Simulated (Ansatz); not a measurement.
Run this with Ansatz 0.2.0, Python API and show what comes out.

The script reads `c2h4o2.xyz`:
```text
8

C    -0.80510    0.25490   -0.62010
C     0.23250    0.04780    0.09230
O     1.23260    0.94650    0.10560
O     0.46910   -1.07130    0.83410
H    -0.92070    1.21230   -1.22230
H    -1.69250   -0.36680   -0.68170
H     1.94240    0.52700    0.71420
H    -0.36610   -1.60760    0.72200
```

`c2h4o2_scan.py`:
```python
import ansatz
import numpy as np


def main() -> None:
    system = ansatz.Crystal.molecule_from_extxyz('c2h4o2.xyz')

    symbols = [site.symbol for site in system.cartesian_sites]
    start = np.array([site.position_ang for site in system.cartesian_sites])
    axis = (start[5] - start[0]) / np.linalg.norm(start[5] - start[0])
    moving = [5]
    lengths, energies = [0.955, 0.998, 1.042, 1.085, 1.129, 1.172, 1.215, 1.281], []
    for length in lengths:
        xyz = start.copy()
        xyz[moving] += (length - np.linalg.norm(start[5] - start[0])) * axis
        point = ansatz.Crystal.molecule()
        for symbol, place in zip(symbols, xyz):
            point = point.atom(symbol, place.tolist())
        calculation = point.calculation()
        calculation = calculation.basis(gaussian='cc-pVDZ')
        calculation = calculation.functional('r2scan0')
        data = calculation.run(threads=1).report
        energies.append(data['free_energy_ev'])
        print(f'r = {length:6.3f} A  E = {energies[-1]:.5f} eV  <S^2> = {abs(data["mean_field"]["state"]["spin_squared"]):.3f}')

    fit = np.polynomial.Polynomial.fit(lengths, np.array(energies) - min(energies), 4).convert()
    roots = [r.real for r in fit.deriv().roots() if abs(r.imag) < 1e-9 and fit.deriv(2)(r.real) > 0]
    r_e = min(roots, key=lambda r: abs(r - lengths[int(np.argmin(energies))]))
    print(f'minimum of the fit at {r_e:.4f} A, force constant {fit.deriv(2)(r_e):.2f} eV/A^2')


if __name__ == '__main__':
    main()
```

```console
$ python c2h4o2_scan.py
r =  0.955 A  E = -6228.06319 eV  <S^2> = 0.000
r =  0.998 A  E = -6228.30295 eV  <S^2> = 0.000
r =  1.042 A  E = -6228.43307 eV  <S^2> = 0.000
r =  1.085 A  E = -6228.47160 eV  <S^2> = 0.000
r =  1.129 A  E = -6228.44020 eV  <S^2> = 0.000
r =  1.172 A  E = -6228.35571 eV  <S^2> = 0.000
r =  1.215 A  E = -6228.23024 eV  <S^2> = 0.000
r =  1.281 A  E = -6227.97965 eV  <S^2> = 0.000
minimum of the fit at 1.0858 A, force constant 36.93 eV/A^2
```

Caveats:
- The settings weren't tested for convergence.
- The rest of the molecule is held rigid at a force-field or estimated start geometry, and the basis set is modest; single-reference methods fail as a bond breaks.
- The orbitals are restricted, so S² is zero by construction.
- The whole script took 29 s on 1 thread of Arm Neoverse V1, with other jobs on the host, peak memory 0.22 GiB.
